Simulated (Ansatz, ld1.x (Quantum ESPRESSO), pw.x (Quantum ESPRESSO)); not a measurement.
What a changed setting does to a pw.x run (fcc S)

Potential: norm-conserving Troullier–Martins (Kleinman–Bylander form), ld1.x (Quantum ESPRESSO) 7.5, PBEsol; core [Ne], reference 3s2 3p4; waves: 3s (bound): rc 1.25 bohr; 3p (bound): rc 1.30 bohr; 3d channel at 0.15 Ry: rc 1.30 bohr; local part: the d channel; core correction: a·sin(br)/r model core inside 0.65 bohr.

The reference run (k-mesh 14³, cutoffs 120/480 Ry, Fermi–Dirac 0.01 Ry, mixing_beta 0.4, conv_thr 1e-9, no spin) gives -1.60 GPa at 14.990 Å³/atom, where all-electron LAPW gives -0.29 GPa. This run, with its own iteration cap, changes k-mesh shift to 1.

```
&control
  calculation='scf', prefix='x', pseudo_dir='./', outdir='./tmp', tstress=.true., disk_io='none'
/
&system
  ibrav=0, nat=1, ntyp=1, ecutwfc=120, ecutrho=480, nbnd=10,
  occupations='smearing', smearing='fd', degauss=0.01
/
&electrons
  conv_thr=1e-09, mixing_beta=0.4, electron_maxstep=50
/
ATOMIC_SPECIES
S 1.0 S.UPF
CELL_PARAMETERS angstrom
  0.00000000 1.95699874 1.95699874
  1.95699874 0.00000000 1.95699874
  1.95699874 1.95699874 0.00000000
ATOMIC_POSITIONS crystal
S 0.0000 0.0000 0.0000
K_POINTS automatic
14 14 14 1 1 1
```

```bash
pw.x < S.scf.in > S.scf.out
```

Problem. How does the run end?

Solution. It converges in 6 iterations; the free energy moves by -1.4 meV/atom and the pressure by +0.18 GPa.

```
Message from routine setup:
     using ibrav=0 with symmetry is DISCOURAGED, use correct ibrav instead
     lattice parameter (alat)  =       5.2300  a.u.
     unit-cell volume          =     101.1575 (a.u.)^3
     number of electrons       =         6.00
     number of Kohn-Sham states=           10
     kinetic-energy cutoff     =     120.0000  Ry
     charge density cutoff     =     480.0000  Ry
     scf convergence threshold =      1.0E-09
     Exchange-correlation= PBESOL
     number of k points=   280  Fermi-Dirac smearing, width (Ry)=  0.0100
     iteration #  1     ecut=   120.00 Ry     beta= 0.40
     c_bands:  1 eigenvalues not converged
     c_bands:  1 eigenvalues not converged
     c_bands:  1 eigenvalues not converged
     total energy              =     -30.20367424 Ry
     estimated scf accuracy    <       0.00099171 Ry
     iteration #  2     ecut=   120.00 Ry     beta= 0.40
     total energy              =     -30.20364962 Ry
     estimated scf accuracy    <       0.00022350 Ry
     iteration #  3     ecut=   120.00 Ry     beta= 0.40
     total energy              =     -30.20367186 Ry
     estimated scf accuracy    <       0.00000531 Ry
     iteration #  4     ecut=   120.00 Ry     beta= 0.40
     total energy              =     -30.20367281 Ry
     estimated scf accuracy    <          4.5E-09 Ry
     iteration #  5     ecut=   120.00 Ry     beta= 0.40
     total energy              =     -30.20367283 Ry
     estimated scf accuracy    <          1.2E-09 Ry
     iteration #  6     ecut=   120.00 Ry     beta= 0.40
     the Fermi energy is     9.9065 ev
!    total energy              =     -30.20367283 Ry
     estimated scf accuracy    <          9.6E-10 Ry
     smearing contrib. (-TS)   =      -0.00338881 Ry
     The total energy is F=E-TS. E is the sum of the following terms:
     one-electron contribution =       5.88440456 Ry
     hartree contribution      =       0.85440387 Ry
     xc contribution           =     -14.62345138 Ry
     ewald contribution        =     -22.31564106 Ry
     convergence has been achieved in   6 iterations
          total   stress  (Ry/bohr**3)                   (kbar)     P=      -14.21
     Message from routine punch:
     Nothing written, as per user request (disk_io='none')
```

The run took about 80 s on one core of a shared host (Neoverse-V1, 32 threads, 247 GiB, load 23).
